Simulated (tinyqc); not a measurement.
Worked calculation (part 1 of 3): RHF in the sto-6g basis, for NH3, spin multiplicity 1. Computed by tinyqc, a small Python program that keeps every step (integrals from PySCF). Settings: charge = 0, multiplicity = 1, basis = sto-6g, energy threshold = 1e-10, iteration cap = 74, orthogonalisation = canonical, start = core, DIIS depth = 0, method = RHF. Command: `OMP_NUM_THREADS=1 python tinyqc.py 26136 26137 out.jsonl` (the two numbers bound the seeds that draw the settings). One thread of a shared host (Intel(R) Xeon(R) Processor @ 2.60GHz), about 0.2 s of CPU time with the checks. Later iterations appear only in the table of the cycle.

## One-electron integrals

Geometry (angstrom):
```
atom          x          y         z
N      0.000000   0.000000  0.289000
H      1.139000   0.000000  0.000000
H     -0.569000   0.986000  0.000000
H     -0.569000  -0.986000  0.000000
```

Basis sto-6g: exponents (1/bohr^2) and contraction coefficients of normalised primitives:
```
element  l (shell)     exponent  coefficient
N            s (1)  1027.828458     0.009164
N            s (1)   188.451223     0.049361
N            s (1)    52.721861     0.168538
N            s (1)    18.111382     0.370563
N            s (1)     7.033180     0.416492
N            s (1)     2.896652     0.130334
N            s (2)    39.198808    -0.013253
N            s (2)     7.758467    -0.046992
N            s (2)     2.411326    -0.033785
N            s (2)     0.927724     0.250242
N            s (2)     0.402911     0.595117
N            s (2)     0.184684     0.240706
N            p (3)    39.198808     0.003760
N            p (3)     7.758467     0.037679
N            p (3)     2.411326     0.173897
N            p (3)     0.927724     0.418036
N            p (3)     0.402911     0.425860
N            p (3)     0.184684     0.101708
H            s (1)    35.523221     0.009164
H            s (1)     6.513144     0.049361
H            s (1)     1.822143     0.168538
H            s (1)     0.625955     0.370563
H            s (1)     0.243077     0.416492
H            s (1)     0.100112     0.130334
```

Overlap, kinetic and nuclear-attraction integrals over the contracted functions; the nuclear repulsion is the sum of Za Zb / Rab.

nuclear repulsion = 10.26499794 hartree

overlap S, order 1N 1s, 1N 2s, 1N 2px, 1N 2py, 1N 2pz, 2H 1s, 3H 1s, 4H 1s:
$$\begin{pmatrix}
1.000000 & 0.229416 & 0.000000 & 0.000000 & 0.000000 & 0.041442 & 0.041497 & 0.041497 \\
0.229416 & 1.000000 & 0.000000 & 0.000000 & 0.000000 & 0.399923 & 0.400244 & 0.400244 \\
0.000000 & 0.000000 & 1.000000 & 0.000000 & 0.000000 & 0.367501 & -0.183789 & -0.183789 \\
0.000000 & 0.000000 & 0.000000 & 1.000000 & 0.000000 & 0.000000 & 0.318482 & -0.318482 \\
0.000000 & 0.000000 & 0.000000 & 0.000000 & 1.000000 & -0.093247 & -0.093348 & -0.093348 \\
0.041442 & 0.399923 & 0.367501 & 0.000000 & -0.093247 & 1.000000 & 0.125352 & 0.125352 \\
0.041497 & 0.400244 & -0.183789 & 0.318482 & -0.093348 & 0.125352 & 1.000000 & 0.125386 \\
0.041497 & 0.400244 & -0.183789 & -0.318482 & -0.093348 & 0.125352 & 0.125386 & 1.000000
\end{pmatrix}$$

kinetic energy T (hartree), order 1N 1s, 1N 2s, 1N 2px, 1N 2py, 1N 2pz, 2H 1s, 3H 1s, 4H 1s:
$$\begin{pmatrix}
22.236411 & -0.678745 & 0.000000 & 0.000000 & 0.000000 & -0.007614 & -0.007611 & -0.007611 \\
-0.678745 & 0.632900 & 0.000000 & 0.000000 & 0.000000 & 0.066022 & 0.066188 & 0.066188 \\
0.000000 & 0.000000 & 1.901294 & 0.000000 & 0.000000 & 0.178302 & -0.089265 & -0.089265 \\
0.000000 & 0.000000 & 0.000000 & 1.901294 & 0.000000 & 0.000000 & 0.154684 & -0.154684 \\
0.000000 & 0.000000 & 0.000000 & 0.000000 & 1.901294 & -0.045241 & -0.045338 & -0.045338 \\
-0.007614 & 0.066022 & 0.178302 & 0.000000 & -0.045241 & 0.768522 & -0.011344 & -0.011344 \\
-0.007611 & 0.066188 & -0.089265 & 0.154684 & -0.045338 & -0.011344 & 0.768522 & -0.011342 \\
-0.007611 & 0.066188 & -0.089265 & -0.154684 & -0.045338 & -0.011344 & -0.011342 & 0.768522
\end{pmatrix}$$

nuclear attraction V (hartree), order 1N 1s, 1N 2s, 1N 2px, 1N 2py, 1N 2pz, 2H 1s, 3H 1s, 4H 1s:
$$\begin{pmatrix}
-48.024908 & -4.957095 & 0.000007 & 0.000000 & 0.009183 & -1.017481 & -1.018856 & -1.018856 \\
-4.957095 & -8.164178 & 0.000064 & 0.000000 & 0.105369 & -2.588546 & -2.591075 & -2.591075 \\
0.000007 & 0.000064 & -8.202453 & 0.000000 & -0.000029 & -2.157335 & 1.079119 & 1.079119 \\
0.000000 & 0.000000 & 0.000000 & -8.202613 & 0.000000 & 0.000000 & -1.869968 & 1.869968 \\
0.009183 & 0.105369 & -0.000029 & 0.000000 & -8.086521 & 0.571042 & 0.571770 & 0.571770 \\
-1.017481 & -2.588546 & -2.157335 & 0.000000 & 0.571042 & -4.880192 & -0.681643 & -0.681643 \\
-1.018856 & -2.591075 & 1.079119 & -1.869968 & 0.571770 & -0.681643 & -4.881636 & -0.681968 \\
-1.018856 & -2.591075 & 1.079119 & 1.869968 & 0.571770 & -0.681643 & -0.681968 & -4.881636
\end{pmatrix}$$

core Hamiltonian H = T + V (hartree), order 1N 1s, 1N 2s, 1N 2px, 1N 2py, 1N 2pz, 2H 1s, 3H 1s, 4H 1s:
$$\begin{pmatrix}
-25.788497 & -5.635840 & 0.000007 & 0.000000 & 0.009183 & -1.025095 & -1.026467 & -1.026467 \\
-5.635840 & -7.531278 & 0.000064 & 0.000000 & 0.105369 & -2.522524 & -2.524887 & -2.524887 \\
0.000007 & 0.000064 & -6.301159 & 0.000000 & -0.000029 & -1.979032 & 0.989854 & 0.989854 \\
0.000000 & 0.000000 & 0.000000 & -6.301319 & 0.000000 & 0.000000 & -1.715284 & 1.715284 \\
0.009183 & 0.105369 & -0.000029 & 0.000000 & -6.185227 & 0.525801 & 0.526432 & 0.526432 \\
-1.025095 & -2.522524 & -1.979032 & 0.000000 & 0.525801 & -4.111670 & -0.692987 & -0.692987 \\
-1.026467 & -2.524887 & 0.989854 & -1.715284 & 0.526432 & -0.692987 & -4.113114 & -0.693309 \\
-1.026467 & -2.524887 & 0.989854 & 1.715284 & 0.526432 & -0.692987 & -0.693309 & -4.113114
\end{pmatrix}$$

## Two-electron integrals

Functions are numbered as in S; the eight-fold symmetry (ij|kl) = (ji|kl) = (kl|ij) leaves the list below.

Two-electron integrals (ij|kl) in chemists' order, unique and non-zero (hartree):
```
(11|11) 4.168742    (21|11) 0.583648    (21|21) 0.104114    (22|11) 0.968487
(22|21) 0.214450    (22|22) 0.708398    (31|31) 0.022075    (32|31) 0.033611
(32|32) 0.156576    (33|11) 0.968488    (33|21) 0.214450    (33|22) 0.708398
(33|33) 0.763241    (41|41) 0.022075    (42|41) 0.033611    (42|42) 0.156576
(43|43) 0.041133    (44|11) 0.968488    (44|21) 0.214450    (44|22) 0.708398
(44|33) 0.680975    (44|44) 0.763241    (51|51) 0.022075    (52|51) 0.033611
(52|52) 0.156576    (53|53) 0.041133    (54|54) 0.041133    (55|11) 0.968488
(55|21) 0.214450    (55|22) 0.708398    (55|33) 0.680975    (55|44) 0.680975
(55|55) 0.763241    (61|11) 0.112077    (61|21) 0.019180    (61|22) 0.038704
(61|31) 0.001045    (61|32) 0.002052    (61|33) 0.038897    (61|44) 0.038597
(61|51) -0.000265   (61|52) -0.000521   (61|53) -0.000076   (61|55) 0.038616
(61|61) 0.003615    (62|11) 0.284827    (62|21) 0.063998    (62|22) 0.235081
(62|31) 0.005580    (62|32) 0.041748    (62|33) 0.243871    (62|44) 0.230247
(62|51) -0.001416   (62|52) -0.010593   (62|53) -0.003457   (62|55) 0.231124
(62|61) 0.011972    (62|62) 0.102006    (63|11) 0.224660    (63|21) 0.051154
(63|22) 0.199708    (63|31) 0.010582    (63|32) 0.071043    (63|33) 0.217772
(63|44) 0.190326    (63|51) -0.000969   (63|52) -0.008298   (63|53) -0.004861
(63|55) 0.191026    (63|61) 0.009984    (63|62) 0.104009    (63|63) 0.117372
(64|41) 0.006763    (64|42) 0.038337    (64|43) 0.008287    (64|54) -0.002103
(64|64) 0.013021    (65|11) -0.057003   (65|21) -0.012979   (65|22) -0.050672
(65|31) -0.000969   (65|32) -0.008298   (65|33) -0.051050   (65|44) -0.048292
(65|51) 0.007008    (65|52) 0.040443    (65|53) 0.008987    (65|55) -0.052674
(65|61) -0.002533   (65|62) -0.026390   (65|63) -0.026477   (65|65) 0.019739
(66|11) 0.443109    (66|21) 0.101387    (66|22) 0.425647    (66|31) 0.010795
(66|32) 0.110801    (66|33) 0.460927    (66|44) 0.406246    (66|51) -0.002739
(66|52) -0.028114   (66|53) -0.013874   (66|55) 0.409766    (66|61) 0.019177
(66|62) 0.239110    (66|63) 0.272835    (66|65) -0.069227   (66|66) 0.774999
(71|11) 0.112228    (71|21) 0.019206    (71|22) 0.038755    (71|31) -0.000523
(71|32) -0.001027   (71|33) 0.038724    (71|41) 0.000906    (71|42) 0.001779
(71|43) -0.000130   (71|44) 0.038874    (71|51) -0.000266   (71|52) -0.000522
(71|53) 0.000038    (71|54) -0.000066   (71|55) 0.038668    (71|61) 0.003539
(71|62) 0.011405    (71|63) 0.008913    (71|64) 0.000353    (71|65) -0.002417
(71|66) 0.017999    (71|71) 0.003624    (72|11) 0.285112    (72|21) 0.064061
(72|22) 0.235302    (72|31) -0.002792   (72|32) -0.020884   (72|33) 0.233870
(72|41) 0.004838    (72|42) 0.036188    (72|43) -0.005902   (72|44) 0.240692
(72|51) -0.001418   (72|52) -0.010607   (72|53) 0.001730    (72|54) -0.002998
(72|55) 0.231343    (72|61) 0.011401    (72|62) 0.075564    (72|63) 0.059874
(72|64) 0.008664    (72|65) -0.019000   (72|66) 0.138671    (72|71) 0.012000
(72|72) 0.102182    (73|11) -0.112378   (73|21) -0.025588   (73|22) -0.099891
(73|31) 0.007726    (73|32) 0.046554    (73|33) -0.104848   (73|41) -0.001655
(73|42) -0.014168   (73|43) 0.009538    (73|44) -0.099277   (73|51) 0.000485
(73|52) 0.004153    (73|53) -0.002796   (73|54) 0.001196    (73|55) -0.095548
(73|61) -0.004147   (73|62) -0.022412   (73|63) -0.009442   (73|64) -0.001873
(73|65) 0.005532    (73|66) -0.033418   (73|71) -0.005001   (73|72) -0.052065
(73|73) 0.039150    (74|11) 0.194735    (74|21) 0.044340    (74|22) 0.173098
(74|31) -0.001655   (74|32) -0.014168   (74|33) 0.167319    (74|41) 0.009638
(74|42) 0.062929    (74|43) -0.008225   (74|44) 0.186402    (74|51) -0.000841
(74|52) -0.007196   (74|53) 0.001196    (74|54) -0.004178   (74|55) 0.165573
(74|61) 0.007892    (74|62) 0.056177    (74|63) 0.044309    (74|64) 0.015044
(74|65) -0.013848   (74|66) 0.104147    (74|71) 0.008666    (74|72) 0.090222
(74|73) -0.045234   (74|74) 0.091430    (75|11) -0.057078   (75|21) -0.012996
(75|22) -0.050736   (75|31) 0.000485    (75|32) 0.004153    (75|33) -0.049042
(75|41) -0.000841   (75|42) -0.007196   (75|43) 0.001196    (75|44) -0.050424
(75|51) 0.007017    (75|52) 0.040488    (75|53) -0.004496   (75|54) 0.007791
(75|55) -0.052741   (75|61) -0.002417   (75|62) -0.019004   (75|63) -0.014766
(75|64) -0.002130   (75|65) 0.013799    (75|66) -0.037296   (75|71) -0.002540
(75|72) -0.026444   (75|73) 0.013258    (75|74) -0.022975   (75|75) 0.019780
(76|11) 0.072083    (76|21) 0.016305    (76|22) 0.063481    (76|31) 0.000577
(76|32) 0.004846    (76|33) 0.063743    (76|41) 0.000998    (76|42) 0.008387
(76|43) 0.000348    (76|44) 0.064143    (76|51) -0.000585   (76|52) -0.004916
(76|53) -0.000611   (76|54) -0.001058   (76|55) 0.062557    (76|61) 0.002995
(76|62) 0.025706    (76|63) 0.024381    (76|64) 0.002717    (76|65) -0.007380
(76|66) 0.058731    (76|71) 0.002999    (76|72) 0.025726    (76|73) -0.009837
(76|74) 0.022487    (76|75) -0.007388   (76|76) 0.008028    (77|11) 0.443311
(77|21) 0.101433    (77|22) 0.425809    (77|31) -0.005400   (77|32) -0.055408
(77|33) 0.420065    (77|41) 0.009357    (77|42) 0.096015    (77|43) -0.023684
(77|44) 0.447438    (77|51) -0.002743   (77|52) -0.028142   (77|53) 0.006942
(77|54) -0.012029   (77|55) 0.409923    (77|61) 0.017983    (77|62) 0.138590
(77|63) 0.106872    (77|64) 0.023096    (77|65) -0.037268   (77|66) 0.267288
(77|71) 0.019212    (77|72) 0.239351    (77|73) -0.136480   (77|74) 0.236502
(77|75) -0.069320   (77|76) 0.058731    (77|77) 0.774999    (81|11) 0.112228
(81|21) 0.019206    (81|22) 0.038755    (81|31) -0.000523   (81|32) -0.001027
(81|33) 0.038724    (81|41) -0.000906   (81|42) -0.001779   (81|43) 0.000130
(81|44) 0.038874    (81|51) -0.000266   (81|52) -0.000522   (81|53) 0.000038
(81|54) 0.000066    (81|55) 0.038668    (81|61) 0.003539    (81|62) 0.011405
(81|63) 0.008913    (81|64) -0.000353   (81|65) -0.002417   (81|66) 0.017999
(81|71) 0.003544    (81|72) 0.011416    (81|73) -0.004764   (81|74) 0.007549
(81|75) -0.002420   (81|76) 0.002882    (81|77) 0.018007    (81|81) 0.003624
(82|11) 0.285112    (82|21) 0.064061    (82|22) 0.235302    (82|31) -0.002792
(82|32) -0.020884   (82|33) 0.233870    (82|41) -0.004838   (82|42) -0.036188
(82|43) 0.005902    (82|44) 0.240692    (82|51) -0.001418   (82|52) -0.010607
(82|53) 0.001730    (82|54) 0.002998    (82|55) 0.231343    (82|61) 0.011401
(82|62) 0.075564    (82|63) 0.059874    (82|64) -0.008664   (82|65) -0.019000
(82|66) 0.138671    (82|71) 0.011416    (82|72) 0.075628    (82|73) -0.037450
(82|74) 0.047553    (82|75) -0.019021   (82|76) 0.019937    (82|77) 0.138700
(82|81) 0.012000    (82|82) 0.102182    (83|11) -0.112378   (83|21) -0.025588
(83|22) -0.099891   (83|31) 0.007726    (83|32) 0.046554    (83|33) -0.104848
(83|41) 0.001655    (83|42) 0.014168    (83|43) -0.009538   (83|44) -0.099277
(83|51) 0.000485    (83|52) 0.004153    (83|53) -0.002796   (83|54) -0.001196
(83|55) -0.095548   (83|61) -0.004147   (83|62) -0.022412   (83|63) -0.009442
(83|64) 0.001873    (83|65) 0.005532    (83|66) -0.033418   (83|71) -0.004764
(83|72) -0.037450   (83|73) 0.027299    (83|74) -0.023097   (83|75) 0.009231
(83|76) -0.007543   (83|77) -0.073452   (83|81) -0.005001   (83|82) -0.052065
(83|83) 0.039150    (84|11) -0.194735   (84|21) -0.044340   (84|22) -0.173098
(84|31) 0.001655    (84|32) 0.014168    (84|33) -0.167319   (84|41) 0.009638
(84|42) 0.062929    (84|43) -0.008225   (84|44) -0.186402   (84|51) 0.000841
(84|52) 0.007196    (84|53) -0.001196   (84|54) -0.004178   (84|55) -0.165573
(84|61) -0.007892   (84|62) -0.056177   (84|63) -0.044309   (84|64) 0.015044
(84|65) 0.013848    (84|66) -0.104147   (84|71) -0.007549   (84|72) -0.047553
(84|73) 0.023097    (84|74) -0.021717   (84|75) 0.011731    (84|76) -0.013073
(84|77) -0.081053   (84|81) -0.008666   (84|82) -0.090222   (84|83) 0.045234
(84|84) 0.091430    (85|11) -0.057078   (85|21) -0.012996   (85|22) -0.050736
(85|31) 0.000485    (85|32) 0.004153    (85|33) -0.049042   (85|41) 0.000841
(85|42) 0.007196    (85|43) -0.001196   (85|44) -0.050424   (85|51) 0.007017
(85|52) 0.040488    (85|53) -0.004496   (85|54) -0.007791   (85|55) -0.052741
(85|61) -0.002417   (85|62) -0.019004   (85|63) -0.014766   (85|64) 0.002130
(85|65) 0.013799    (85|66) -0.037296   (85|71) -0.002420   (85|72) -0.019021
(85|73) 0.009231    (85|74) -0.011731   (85|75) 0.013813    (85|76) -0.005546
(85|77) -0.037307   (85|81) -0.002540   (85|82) -0.026444   (85|83) 0.013258
(85|84) 0.022975    (85|85) 0.019780    (86|11) 0.072083    (86|21) 0.016305
(86|22) 0.063481    (86|31) 0.000577    (86|32) 0.004846    (86|33) 0.063743
(86|41) -0.000998   (86|42) -0.008387   (86|43) -0.000348   (86|44) 0.064143
(86|51) -0.000585   (86|52) -0.004916   (86|53) -0.000611   (86|54) 0.001058
(86|55) 0.062557    (86|61) 0.002995    (86|62) 0.025706    (86|63) 0.024381
(86|64) -0.002717   (86|65) -0.007380   (86|66) 0.058731    (86|71) 0.002882
(86|72) 0.019937    (86|73) -0.007543   (86|74) 0.013073    (86|75) -0.005546
(86|76) 0.006387    (86|77) 0.037024    (86|81) 0.002999    (86|82) 0.025726
(86|83) -0.009837   (86|84) -0.022487   (86|85) -0.007388   (86|86) 0.008028
(87|11) 0.072122    (87|21) 0.016313    (87|22) 0.063510    (87|31) -0.001153
(87|32) -0.009685   (87|33) 0.064372    (87|44) 0.063572    (87|51) -0.000585
(87|52) -0.004919   (87|53) 0.001222    (87|55) 0.062587    (87|61) 0.002879
(87|62) 0.019929    (87|63) 0.015092    (87|65) -0.005543   (87|66) 0.037031
(87|71) 0.003000    (87|72) 0.025736    (87|73) -0.014552   (87|74) 0.019776
(87|75) -0.007391   (87|76) 0.006389    (87|77) 0.058750    (87|81) 0.003000
(87|82) 0.025736    (87|83) -0.014552   (87|84) -0.019776   (87|85) -0.007391
(87|86) 0.006389    (87|87) 0.008033    (88|11) 0.443311    (88|21) 0.101433
(88|22) 0.425809    (88|31) -0.005400   (88|32) -0.055408   (88|33) 0.420065
(88|41) -0.009357   (88|42) -0.096015   (88|43) 0.023684    (88|44) 0.447438
(88|51) -0.002743   (88|52) -0.028142   (88|53) 0.006942    (88|54) 0.012029
(88|55) 0.409923    (88|61) 0.017983    (88|62) 0.138590    (88|63) 0.106872
(88|64) -0.023096   (88|65) -0.037268   (88|66) 0.267288    (88|71) 0.018007
(88|72) 0.138700    (88|73) -0.073452   (88|74) 0.081053    (88|75) -0.037307
(88|76) 0.037024    (88|77) 0.267310    (88|81) 0.019212    (88|82) 0.239351
(88|83) -0.136480   (88|84) -0.236502   (88|85) -0.069320   (88|86) 0.058731
(88|87) 0.058750    (88|88) 0.774999
```

## Orthogonalisation

S = U s U^T; canonical form X = U s^(-1/2), so that X^T S X = 1. Each column of U has its largest component positive (the first on a tie).

eigenvalues of S: [0.376397, 0.482564, 0.482861, 0.940189, 1.041285, 1.391798, 1.392050, 1.892856]

X, order 1N 1s, 1N 2s, 1N 2px, 1N 2py, 1N 2pz, 2H 1s, 3H 1s, 4H 1s:
$$\begin{pmatrix}
-0.336205 & 0.000000 & -0.000600 & 0.756032 & 0.597319 & 0.000043 & 0.000000 & 0.160130 \\
1.223890 & 0.000000 & 0.001571 & -0.122031 & 0.166309 & 0.000104 & 0.000000 & 0.455883 \\
-0.001498 & 0.000000 & 0.944828 & 0.000110 & 0.000008 & 0.639365 & 0.000000 & -0.000126 \\
0.000000 & 0.945138 & 0.000000 & 0.000000 & 0.000000 & 0.000000 & 0.639297 & 0.000000 \\
-0.256574 & 0.000000 & -0.000259 & -0.647818 & 0.735273 & 0.000012 & 0.000000 & -0.096719 \\
-0.569931 & 0.000000 & -0.887097 & -0.138440 & -0.108451 & 0.454539 & 0.000000 & 0.308318 \\
-0.572354 & -0.767782 & 0.442349 & -0.138393 & -0.108429 & -0.227049 & 0.393487 & 0.308559 \\
-0.572354 & 0.767782 & 0.442349 & -0.138393 & -0.108429 & -0.227049 & -0.393487 & 0.308559
\end{pmatrix}$$

## Starting guess

The start is the orbitals of the core Hamiltonian; D = 2 C_occ C_occ^T.

D at the start, order 1N 1s, 1N 2s, 1N 2px, 1N 2py, 1N 2pz, 2H 1s, 3H 1s, 4H 1s:
$$\begin{pmatrix}
2.128534 & -0.599209 & 0.000041 & 0.000000 & 0.027765 & 0.074883 & 0.074957 & 0.074957 \\
-0.599209 & 2.770447 & -0.000310 & 0.000000 & -0.169362 & -0.327854 & -0.328205 & -0.328205 \\
0.000041 & -0.000310 & 2.353092 & 0.000000 & 0.000098 & -0.401861 & 0.201044 & 0.201044 \\
0.000000 & 0.000000 & 0.000000 & 2.353622 & 0.000000 & 0.000000 & -0.348398 & 0.348398 \\
0.027765 & -0.169362 & 0.000098 & 0.000000 & 2.042329 & 0.096128 & 0.096270 & 0.096270 \\
0.074883 & -0.327854 & -0.401861 & 0.000000 & 0.096128 & 0.110300 & 0.007372 & 0.007372 \\
0.074957 & -0.328205 & 0.201044 & -0.348398 & 0.096270 & 0.007372 & 0.110490 & 0.007346 \\
0.074957 & -0.328205 & 0.201044 & 0.348398 & 0.096270 & 0.007372 & 0.007346 & 0.110490
\end{pmatrix}$$
